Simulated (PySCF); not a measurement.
# Excitation energies in several basis sets

Species: C5H10S.
Atom-mapped SMILES: `[CH3:1][CH2:2]/[CH:3]=[CH:4]\[S:5][CH3:6]` (hydrogens: H7, H8, H9 on C1; H10, H11 on C2; H12 on C3; H13 on C4; H14, H15, H16 on C6)

Geometry (PBE0-D3(BJ)/def2-SVP, Å), atoms numbered from 1 in this order:
```
atom  x, y, z in Å
C1    -2.6852    0.0022    0.9126
C2    -1.6404    0.2828   -0.1623
C3    -0.6502   -0.8273   -0.3081
C4     0.6850   -0.7103   -0.3014
S5     1.5526    0.8154   -0.2323
C6     3.0822    0.2724    0.5597
H7    -3.2387   -0.9268    0.7008
H8    -2.2137   -0.1109    1.9008
H9    -3.4192    0.8194    0.9786
H10   -1.1065    1.2214    0.0607
H11   -2.1498    0.4436   -1.1303
H12   -1.0589   -1.8379   -0.4307
H13    1.3165   -1.5994   -0.4097
H14    2.9043   -0.0722    1.5883
H15    3.5671   -0.5254   -0.0226
H16    3.7516    1.1430    0.5856
```

TDDFT with PBE0 (PySCF), vertical singlets, core orbitals frozen in the response, spherical d and f functions. Isolated species at its PBE0-D3(BJ)/def2-SVP geometry (one conformer only).

Task: Compare 6-31G*, 6-31+G*, def2-SVP, def2-SVPD, aug-cc-pVDZ and def2-TZVP for this molecule.

Result: 

```tsv
basis	functions	diffuse	S1 (eV)	S2 (eV)	S3 (eV)	S4 (eV)	S5 (eV)	LUMO (eV)	α (au)
6-31G*	108	no	5.45	6.02	7.20	7.50	7.66	0.60	72.5
6-31+G*	132	yes	5.08	5.36	5.61	5.84	6.13	0.09	82.0
def2-SVP	138	no	5.43	6.06	6.69	7.22	7.38	0.38	74.4
def2-SVPD	207	yes	5.17	5.54	5.77	6.05	6.43	0.09	87.7
aug-cc-pVDZ	232	yes	4.97	5.07	5.44	5.55	5.72	-0.07	89.6
def2-TZVP	252	no	5.17	5.66	6.22	6.65	7.03	0.16	84.4
```

States are compared by their number. Against the largest diffuse basis here (aug-cc-pVDZ, itself not a converged limit), sets without diffuse functions differ by up to 0.48 eV in S1 and 1.94 eV in S5; the smaller diffuse sets differ by up to 0.20 and 0.71 eV. State by state, the largest deviation of a set without diffuse functions is S1 0.48, S2 0.99, S3 1.76, S4 1.95, S5 1.94 eV. The same number needn't mean the same state in each row. Against aug-cc-pVDZ the polarisability deviates by -19% in 6-31G*, -8% in 6-31+G*, -17% in def2-SVP, -2% in def2-SVPD, -6% in def2-TZVP. A single + in a Pople set puts diffuse functions on heavy atoms only.
